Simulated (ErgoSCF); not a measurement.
# UHF/6-31+G(d) (spherical functions) run of BH2 (boron dihydride)

What is the energy change on altering one bond length of BH2 (boron dihydride) at UHF/6-31+G* (spherical functions)? 

The calculation is run with ErgoSCF 3.8.

6 further runs of the same task are left out: 4 that didn't finish, 2 set aside as unsound or not needed.

## Step 1: The molecule

BH2 has 3 atoms, charge 0, and is taken as a doublet. As SMILES, `[BH2]`. The coordinates come from a GFN2-xTB relaxation.

Bond lengths: B1–H2 1.159 Å, B1–H3 1.159 Å. Angles: H2–B1–H3 128.4°.

## Step 2: The energy at UHF/6-31+G(d) (spherical functions)

input.ego reads:

```
set_nthreads(1)
basis = "6-31+G*"
tmpdir = "."
scf.use_diagonalization = 1
scf.max_number_of_iterations = 150
spin_polarization = 1
scf.output_mulliken_pop = 1
molecule_inline
B  0.49669561 -0.31412917 0.24309437
H  0.52916111 1.86198495 0.49318072
H  -1.02585672 -1.54785577 -0.73629399
EOF
run "HF"
```

The basis set 6-31+G* is read from a file made from the Basis Set Exchange's data (not shown).

On the command line:

```bash
$ ergo < input.ego
```

Output:

```text
INMA ERGO version 3.8
INMA  basis := 6-31+G*
INMA Basis really set to 6-31+G*
INMA  use_diagonalization := 1
INMA  max_number_of_iterations := 150
INMA  spin_polarization := 1
INMA  output_mulliken_pop := 1
INMA B (charge=5.0) 0.496696 -0.314129 0.243094
INMA H (charge=1.0) 0.529161 1.861985 0.493181
INMA H (charge=1.0) -1.025857 -1.547856 -0.736294
INMA running HF
INMA Running HF
INSC SCF_general constructor, number of basis functions: 22
INSC Min internuclear distance:      2.19068 a.u.  =      1.15926 Angstrom
INSC Max internuclear distance:      3.94420 a.u.  =      2.08718 Angstrom
INSC Euclidean norm of overlap matrix =          3.89760018360  (acc 1.49e-08)
INSC Euclidean norm of invCholFactor after truncation =          5.54303698687
INSC Beginning of SCF cycle 1
INSC nuclearEnergy, energy_2el, energy = 4.818244, 8.338009, -7.859079
INSC Energy   1 =         -7.85907944077
INSC maxabs FDS-SDF (alpha) is    0.925
INSC maxabs FDS-SDF (beta ) is    0.687
INDE E_HOMO =         -0.69850942669
INDE E_LUMO =         -0.68835814670
INDE E_HOMO =         -0.85753238069
INDE E_LUMO =         -0.62146025544
INSC <S2>_exact =   0.750, <S2> =          0.75040451856
INSC Beginning of SCF cycle 2
INSC nuclearEnergy, energy_2el, energy = 4.818244, 15.410541, -25.098084
INSC Energy   2 =        -25.09808441382
INSC maxabs FDS-SDF (alpha) is    0.253
INSC maxabs FDS-SDF (beta ) is    0.218
INSC using DIIS to get combined Fock matrix, number of iters used for DIIS:  2
INDE E_HOMO =         -0.16852791206
INDE E_LUMO =          0.05424615251
INDE E_HOMO =         -0.37180512457
INDE E_LUMO =          0.05979729562
INSC <S2>_exact =   0.750, <S2> =          0.75161707665
INSC Beginning of SCF cycle 3
INSC nuclearEnergy, energy_2el, energy = 4.818244, 12.750891, -25.744683
INSC Energy   3 =        -25.74468292146  ( diff     -0.646598507647305 )
INSC maxabs FDS-SDF (alpha) is    0.022
INSC maxabs FDS-SDF (beta ) is   0.0163
INSC using DIIS to get combined Fock matrix, number of iters used for DIIS:  3
INDE E_HOMO =         -0.35278354255
INDE E_LUMO =          0.02955781050
INDE E_HOMO =         -0.51790487776
INDE E_LUMO =          0.04275915101
INSC <S2>_exact =   0.750, <S2> =          0.75227109490
INSC Beginning of SCF cycle 4
INSC nuclearEnergy, energy_2el, energy = 4.818244, 12.584806, -25.750035
INSC Energy   4 =        -25.75003542052  ( diff     -0.005352499052339 )
INSC maxabs FDS-SDF (alpha) is  0.00397
INSC maxabs FDS-SDF (beta ) is  0.00204
INSC using DIIS to get combined Fock matrix, number of iters used for DIIS:  4
INDE E_HOMO =         -0.34535932561
INDE E_LUMO =          0.03076045957
INDE E_HOMO =         -0.51587835794
INDE E_LUMO =          0.04443676438
INSC <S2>_exact =   0.750, <S2> =          0.75247829627
INSC Beginning of SCF cycle 5
INSC nuclearEnergy, energy_2el, energy = 4.818244, 12.567045, -25.750319
INSC Energy   5 =        -25.75031867696  ( diff     -0.000283256441854 )
INSC maxabs FDS-SDF (alpha) is 0.000625
INSC maxabs FDS-SDF (beta ) is 0.000848
INSC using DIIS to get combined Fock matrix, number of iters used for DIIS:  5
INDE E_HOMO =         -0.34623387731
INDE E_LUMO =          0.02994835135
INDE E_HOMO =         -0.51777277967
INDE E_LUMO =          0.04419243465
INSC <S2>_exact =   0.750, <S2> =          0.75244060237
INSC Beginning of SCF cycle 6
INSC nuclearEnergy, energy_2el, energy = 4.818244, 12.570172, -25.750335
INSC Energy   6 =        -25.75033524575  ( diff     -0.000016568790283 )
INSC maxabs FDS-SDF (alpha) is 0.000192
INSC maxabs FDS-SDF (beta ) is 0.000143
INSC using DIIS to get combined Fock matrix, number of iters used for DIIS:  6
INDE E_HOMO =         -0.34584401372
INDE E_LUMO =          0.03000667821
INDE E_HOMO =         -0.51762438479
INDE E_LUMO =          0.04424107113
INSC <S2>_exact =   0.750, <S2> =          0.75239726268
INSC Beginning of SCF cycle 7
INSC nuclearEnergy, energy_2el, energy = 4.818244, 12.568721, -25.750336
INSC Energy   7 =        -25.75033611861  ( diff     -0.000000872863907 )
INSC maxabs FDS-SDF (alpha) is 3.73e-05
INSC maxabs FDS-SDF (beta ) is 7.25e-05
INSC using DIIS to get combined Fock matrix, number of iters used for DIIS:  7
INDE E_HOMO =         -0.34585094481
INDE E_LUMO =          0.02997422985
INDE E_HOMO =         -0.51770217761
INDE E_LUMO =          0.04420793729
INSC <S2>_exact =   0.750, <S2> =          0.75237371901
INSC Beginning of SCF cycle 8
INSC nuclearEnergy, energy_2el, energy = 4.818244, 12.568787, -25.750336
INSC Energy   8 =        -25.75033619445  ( diff     -0.000000075835324 )
INSC maxabs FDS-SDF (alpha) is 2.32e-05
INSC maxabs FDS-SDF (beta ) is  1.7e-05
INSC using DIIS to get combined Fock matrix, number of iters used for DIIS:  8
INDE E_HOMO =         -0.34586935293
INDE E_LUMO =          0.02998177241
INDE E_HOMO =         -0.51769843660
INDE E_LUMO =          0.04420962999
INSC <S2>_exact =   0.750, <S2> =          0.75236301466
INSC Beginning of SCF cycle 9
INSC nuclearEnergy, energy_2el, energy = 4.818244, 12.568815, -25.750336
INSC Energy   9 =        -25.75033620429  ( diff     -0.000000009842665 )
INSC maxabs FDS-SDF (alpha) is 5.67e-06
INSC maxabs FDS-SDF (beta ) is 2.75e-06
INSC using DIIS to get combined Fock matrix, number of iters used for DIIS:  9
INDE E_HOMO =         -0.34585452372
INDE E_LUMO =          0.02998307635
INDE E_HOMO =         -0.51768869011
INDE E_LUMO =          0.04421014568
INSC <S2>_exact =   0.750, <S2> =          0.75236062808
INSC Beginning of SCF cycle 10
INSC nuclearEnergy, energy_2el, energy = 4.818244, 12.568796, -25.750336
INSC Energy  10 =        -25.75033620479  ( diff     -0.000000000501714 )
INSC maxabs FDS-SDF (alpha) is 6.81e-07
INSC maxabs FDS-SDF (beta ) is 8.63e-07
INSC using DIIS to get combined Fock matrix, number of iters used for DIIS: 10
INDE E_HOMO =         -0.34585951470
INDE E_LUMO =          0.02998214106
INDE E_HOMO =         -0.51769284640
INDE E_LUMO =          0.04420961725
INSC <S2>_exact =   0.750, <S2> =          0.75236032077
INSC Beginning of SCF cycle 11
INSC nuclearEnergy, energy_2el, energy = 4.818244, 12.568800, -25.750336
INSC Energy  11 =        -25.75033620481  ( diff     -0.000000000019273 )
INSC maxabs FDS-SDF (alpha) is 1.74e-07
INSC maxabs FDS-SDF (beta ) is 1.53e-07
RESC CONVERGED after  11 iterations.
RESC FINAL ENERGY:        -25.75033620481
RESC FINAL <S2> =          0.75236032077
TISC Main SCF loop took      0.39 usr cpu s       0.03 sys cpu s       0.42 wall s
INSC SCF: dipole_moment_x [atomic units] =      -0.11936593
INSC SCF: dipole_moment_y [atomic units] =       0.07552252
INSC SCF: dipole_moment_z [atomic units] =      -0.05841867
INSC Sum of Mulliken charges (electrons):       7.0000000
INSC Mulliken charge of atom 0 =       0.0300602
INSC Mulliken charge of atom 1 =      -0.0150271
INSC Mulliken charge of atom 2 =      -0.0150330
INSC Sum of Mulliken atomic charges:      -0.0000000
INSC Mulliken spin density of atom 0 =       1.0713930
INSC Mulliken spin density of atom 1 =      -0.0356972
INSC Mulliken spin density of atom 2 =      -0.0356958
INSC Sum of Mulliken atomic spin densities:       1.0000000
```

Wall time 0.7 s (1 thread of Arm Neoverse V2, shared host).

## Step 3: The distorted shape at the same level

job.ego reads:

```
set_nthreads(1)
molecule_inline
B      0.64890738    -0.19079053     0.34100486
H      0.68137288     1.98532359     0.59109121
H     -1.02585672    -1.54785577    -0.73629399
EOF
tmpdir = "."
scf.max_number_of_iterations = 150
scf.use_diagonalization = 1
basis = "6-31+G*"
spin_polarization = 1
scf.output_mulliken_pop = 1
run "HF"
```

The basis set 6-31+G* is read from a file made from the Basis Set Exchange's data (not shown).

On the command line:

```bash
$ ergo < job.ego
```

Output:

```text
INMA ERGO version 3.8
INMA B (charge=5.0) 0.648907 -0.190791 0.341005
INMA H (charge=1.0) 0.681373 1.985324 0.591091
INMA H (charge=1.0) -1.025857 -1.547856 -0.736294
INMA  max_number_of_iterations := 150
INMA  use_diagonalization := 1
INMA  basis := 6-31+G*
INMA Basis really set to 6-31+G*
INMA  spin_polarization := 1
INMA  output_mulliken_pop := 1
INMA running HF
INMA Running HF
INSC SCF_general constructor, number of basis functions: 22
INSC Min internuclear distance:      2.19068 a.u.  =      1.15926 Angstrom
INSC Max internuclear distance:      4.14246 a.u.  =      2.19209 Angstrom
INSC Euclidean norm of overlap matrix =          3.81810486375  (acc 1.49e-08)
INSC Euclidean norm of invCholFactor after truncation =          5.32932339811
INSC Beginning of SCF cycle 1
INSC nuclearEnergy, energy_2el, energy = 4.598680, 8.285129, -7.865444
INSC Energy   1 =         -7.86544363575
INSC maxabs FDS-SDF (alpha) is    0.892
INSC maxabs FDS-SDF (beta ) is    0.663
INDE E_HOMO =         -0.68339975479
INDE E_LUMO =         -0.67215599060
INDE E_HOMO =         -0.81618938148
INDE E_LUMO =         -0.60675250421
INSC <S2>_exact =   0.750, <S2> =          0.75041622506
INSC Beginning of SCF cycle 2
INSC nuclearEnergy, energy_2el, energy = 4.598680, 15.313698, -25.058879
INSC Energy   2 =        -25.05887881058
INSC maxabs FDS-SDF (alpha) is    0.258
INSC maxabs FDS-SDF (beta ) is    0.218
INSC using DIIS to get combined Fock matrix, number of iters used for DIIS:  2
INDE E_HOMO =         -0.16913309776
INDE E_LUMO =          0.05218523780
INDE E_HOMO =         -0.36494691942
INDE E_LUMO =          0.05837094011
INSC <S2>_exact =   0.750, <S2> =          0.75162820960
INSC Beginning of SCF cycle 3
INSC nuclearEnergy, energy_2el, energy = 4.598680, 12.556318, -25.740794
INSC Energy   3 =        -25.74079365946  ( diff     -0.681914848880560 )
INSC maxabs FDS-SDF (alpha) is   0.0236
INSC maxabs FDS-SDF (beta ) is   0.0177
INSC using DIIS to get combined Fock matrix, number of iters used for DIIS:  3
INDE E_HOMO =         -0.35540095655
INDE E_LUMO =          0.02795085962
INDE E_HOMO =         -0.50387822980
INDE E_LUMO =          0.04152179111
INSC <S2>_exact =   0.750, <S2> =          0.75230011857
INSC Beginning of SCF cycle 4
INSC nuclearEnergy, energy_2el, energy = 4.598680, 12.381931, -25.746796
INSC Energy   4 =        -25.74679623972  ( diff     -0.006002580257491 )
INSC maxabs FDS-SDF (alpha) is   0.0043
INSC maxabs FDS-SDF (beta ) is  0.00225
INSC using DIIS to get combined Fock matrix, number of iters used for DIIS:  4
INDE E_HOMO =         -0.34801327205
INDE E_LUMO =          0.02947424915
INDE E_HOMO =         -0.50105734186
INDE E_LUMO =          0.04342252942
INSC <S2>_exact =   0.750, <S2> =          0.75250035284
INSC Beginning of SCF cycle 5
INSC nuclearEnergy, energy_2el, energy = 4.598680, 12.363999, -25.747094
INSC Energy   5 =        -25.74709440433  ( diff     -0.000298164612499 )
INSC maxabs FDS-SDF (alpha) is  0.00081
INSC maxabs FDS-SDF (beta ) is  0.00108
INSC using DIIS to get combined Fock matrix, number of iters used for DIIS:  5
INDE E_HOMO =         -0.34893262164
INDE E_LUMO =          0.02870866495
INDE E_HOMO =         -0.50263954258
INDE E_LUMO =          0.04322866835
INSC <S2>_exact =   0.750, <S2> =          0.75246130430
INSC Beginning of SCF cycle 6
INSC nuclearEnergy, energy_2el, energy = 4.598680, 12.367621, -25.747116
INSC Energy   6 =        -25.74711583144  ( diff     -0.000021427104116 )
INSC maxabs FDS-SDF (alpha) is 0.000222
INSC maxabs FDS-SDF (beta ) is 0.000197
INSC using DIIS to get combined Fock matrix, number of iters used for DIIS:  6
INDE E_HOMO =         -0.34850575139
INDE E_LUMO =          0.02880772903
INDE E_HOMO =         -0.50233601851
INDE E_LUMO =          0.04329027679
INSC <S2>_exact =   0.750, <S2> =          0.75241136990
INSC Beginning of SCF cycle 7
INSC nuclearEnergy, energy_2el, energy = 4.598680, 12.366074, -25.747117
INSC Energy   7 =        -25.74711717500  ( diff     -0.000001343567661 )
INSC maxabs FDS-SDF (alpha) is 6.07e-05
INSC maxabs FDS-SDF (beta ) is 8.06e-05
INSC using DIIS to get combined Fock matrix, number of iters used for DIIS:  7
INDE E_HOMO =         -0.34855658208
INDE E_LUMO =          0.02877258153
INDE E_HOMO =         -0.50241596914
INDE E_LUMO =          0.04324846237
INSC <S2>_exact =   0.750, <S2> =          0.75238513536
INSC Beginning of SCF cycle 8
INSC nuclearEnergy, energy_2el, energy = 4.598680, 12.366257, -25.747117
INSC Energy   8 =        -25.74711729253  ( diff     -0.000000117529364 )
INSC maxabs FDS-SDF (alpha) is 3.16e-05
INSC maxabs FDS-SDF (beta ) is 2.58e-05
INSC using DIIS to get combined Fock matrix, number of iters used for DIIS:  8
INDE E_HOMO =         -0.34857140870
INDE E_LUMO =          0.02878805239
INDE E_HOMO =         -0.50239144836
INDE E_LUMO =          0.04325405844
INSC <S2>_exact =   0.750, <S2> =          0.75237270310
INSC Beginning of SCF cycle 9
INSC nuclearEnergy, energy_2el, energy = 4.598680, 12.366282, -25.747117
INSC Energy   9 =        -25.74711730838  ( diff     -0.000000015849640 )
INSC maxabs FDS-SDF (alpha) is 6.29e-06
INSC maxabs FDS-SDF (beta ) is 4.28e-06
INSC using DIIS to get combined Fock matrix, number of iters used for DIIS:  9
INDE E_HOMO =         -0.34855664988
INDE E_LUMO =          0.02878815523
INDE E_HOMO =         -0.50238326984
INDE E_LUMO =          0.04325376138
INSC <S2>_exact =   0.750, <S2> =          0.75236949593
INSC Beginning of SCF cycle 10
INSC nuclearEnergy, energy_2el, energy = 4.598680, 12.366261, -25.747117
INSC Energy  10 =        -25.74711730937  ( diff     -0.000000000987097 )
INSC maxabs FDS-SDF (alpha) is 1.32e-06
INSC maxabs FDS-SDF (beta ) is 2.29e-06
INSC using DIIS to get combined Fock matrix, number of iters used for DIIS: 10
INDE E_HOMO =         -0.34856174921
INDE E_LUMO =          0.02878689688
INDE E_HOMO =         -0.50238805488
INDE E_LUMO =          0.04325297702
INSC <S2>_exact =   0.750, <S2> =          0.75236871657
INSC Beginning of SCF cycle 11
INSC nuclearEnergy, energy_2el, energy = 4.598680, 12.366266, -25.747117
INSC Energy  11 =        -25.74711730946  ( diff     -0.000000000089432 )
INSC maxabs FDS-SDF (alpha) is 6.35e-07
INSC maxabs FDS-SDF (beta ) is 7.45e-07
INSC using DIIS to get combined Fock matrix, number of iters used for DIIS: 10
INDE E_HOMO =         -0.34855946616
INDE E_LUMO =          0.02878686507
INDE E_HOMO =         -0.50238752985
INDE E_LUMO =          0.04325282657
INSC <S2>_exact =   0.750, <S2> =          0.75236846639
INSC Beginning of SCF cycle 12
INSC nuclearEnergy, energy_2el, energy = 4.598680, 12.366263, -25.747117
INSC Energy  12 =        -25.74711730947  ( diff     -0.000000000012101 )
INSC maxabs FDS-SDF (alpha) is 1.59e-07
INSC maxabs FDS-SDF (beta ) is  2.4e-07
RESC CONVERGED after  12 iterations.
RESC FINAL ENERGY:        -25.74711730947
RESC FINAL <S2> =          0.75236846639
TISC Main SCF loop took      0.44 usr cpu s       0.01 sys cpu s       0.46 wall s
INSC SCF: dipole_moment_x [atomic units] =      -0.07517583
INSC SCF: dipole_moment_y [atomic units] =       0.11471239
INSC SCF: dipole_moment_z [atomic units] =      -0.02963254
INSC Sum of Mulliken charges (electrons):       7.0000000
INSC Mulliken charge of atom 0 =       0.0353171
INSC Mulliken charge of atom 1 =      -0.0107686
INSC Mulliken charge of atom 2 =      -0.0245485
INSC Sum of Mulliken atomic charges:       0.0000000
INSC Mulliken spin density of atom 0 =       1.0553494
INSC Mulliken spin density of atom 1 =      -0.0296660
INSC Mulliken spin density of atom 2 =      -0.0256833
INSC Sum of Mulliken atomic spin densities:       1.0000000
```

It took 0.74 s on 1 thread of Arm Neoverse V2, shared host.

## Step 4: Outcome

At UHF/6-31+G* (spherical functions):

```
                                                         quantity         value
                                        first shape: total energy  -25.75034 Eh
                                       first shape: dipole moment        0.39 D
                                                first shape: ⟨S²⟩         0.752
                                    distorted shape: total energy  -25.74712 Eh
                                   distorted shape: dipole moment        0.36 D
                                            distorted shape: ⟨S²⟩         0.752
energy change with the B1–H3 bond stretched from 1.159 to 1.275 Å      0.088 eV
```

In words: With the B1–H3 bond stretched from 1.159 to 1.275 Å the energy rises by 0.09 eV (8.5 kJ/mol). The first shape isn't relaxed at this level, so the change isn't measured from a minimum.
